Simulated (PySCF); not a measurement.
Ar: ionisation energy

Ar [Ar] (1S) → Ar+ [Ne] 3s2 3p5 (2P), as a difference of total energies. Computed with PySCF 2.14 in cc-pVTZ-DK (5s4p2d1f, 34 functions), with scalar relativity by spin-free X2C-1e. Correlated levels: valence: [Ne] frozen. The calculations carry no spin-orbit coupling.

Question: Order these methods by the ionisation energy they give, lowest first.
A. UHF
B. CCSD (valence)
C. MP2 (valence)
D. PBE0

Answer: A (14.556 eV), B (15.488 eV), C (15.664 eV), D (15.704 eV).

Errors of the correlated levels include the incompleteness of this basis and the frozen core.

For comparison: 15.819 eV (measured; NIST levels, between the centres of gravity of the two terms).
